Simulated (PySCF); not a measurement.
# Atomic charges against the basis set

CH3O3S (charge -1).
Bonds: C1–S2, S2–O3 (double), S2–O4 (double), S2–O5. Hydrogens: H6, H7, H8 on C1.

PBE0 throughout (PySCF), one geometry, spherical d and f functions. Geometry: PBE0-D3(BJ)/def2-SVP; no solvent, vibrations or thermal averaging. The geometry's basis has no diffuse functions. Atoms taken as equivalent share a column and are averaged.

Mulliken charges (e):

```json
{"basis": "STO-3G", "functions": "32", "C1": "-0.383", "S2": "+1.111", "O3/O4/O5": "-0.614", "H6/H7/H8": "+0.038"}
{"basis": "6-31G", "functions": "55", "C1": "-0.734", "S2": "+1.223", "O3/O4/O5": "-0.681", "H6/H7/H8": "+0.185"}
{"basis": "6-31G*", "functions": "80", "C1": "-0.718", "S2": "+1.184", "O3/O4/O5": "-0.655", "H6/H7/H8": "+0.166"}
{"basis": "def2-SVP", "functions": "89", "C1": "-0.135", "S2": "+0.898", "O3/O4/O5": "-0.615", "H6/H7/H8": "+0.027"}
{"basis": "6-311+G(2d,p)", "functions": "161", "C1": "-0.493", "S2": "+0.943", "O3/O4/O5": "-0.632", "H6/H7/H8": "+0.149"}
{"basis": "def2-TZVP", "functions": "179", "C1": "-0.403", "S2": "+0.814", "O3/O4/O5": "-0.567", "H6/H7/H8": "+0.097"}
```

IAO charges (e):

```tsv
basis	functions	C1	S2	O3/O4/O5	H6/H7/H8
STO-3G	32	-0.620	+1.523	-0.736	+0.102
6-31G	55	-0.655	+1.888	-0.903	+0.159
6-31G*	80	-0.654	+2.172	-0.976	+0.137
def2-SVP	89	-0.640	+2.165	-0.973	+0.131
6-311+G(2d,p)	161	-0.668	+2.220	-0.996	+0.145
def2-TZVP	179	-0.674	+2.255	-1.003	+0.143
```

Task: Which scheme is steadiest as the basis changes?

Result: Largest range over the bases for any column: Mulliken 0.60 e, IAO 0.73 e. Mulliken charges move least and IAO charges most, counted in e. Without the minimal STO-3G basis the ranges are Mulliken 0.60, IAO 0.37 e.

Task: How much do the charges still move between the two largest bases, 6-311+G(2d,p) and def2-TZVP?

Result: At most, over all atoms: Mulliken 0.129 e, IAO 0.034 e.

Task: What do the same runs give for the total energy and the frontier levels?

Result: 
```json
{"basis": "STO-3G", "energy (Eh)": "-654.8646", "HOMO (eV)": "5.07", "LUMO (eV)": "13.76"}
{"basis": "6-31G", "energy (Eh)": "-663.0203", "HOMO (eV)": "-1.99", "LUMO (eV)": "7.06"}
{"basis": "6-31G*", "energy (Eh)": "-663.3422", "HOMO (eV)": "-1.42", "LUMO (eV)": "7.54"}
{"basis": "def2-SVP", "energy (Eh)": "-663.0217", "HOMO (eV)": "-1.39", "LUMO (eV)": "6.39"}
{"basis": "6-311+G(2d,p)", "energy (Eh)": "-663.5067", "HOMO (eV)": "-2.16", "LUMO (eV)": "3.71"}
{"basis": "def2-TZVP", "energy (Eh)": "-663.5562", "HOMO (eV)": "-2.01", "LUMO (eV)": "5.59"}
```

Where the HOMO energy of this anion is positive, the outermost electrons may be held by the finite basis alone.
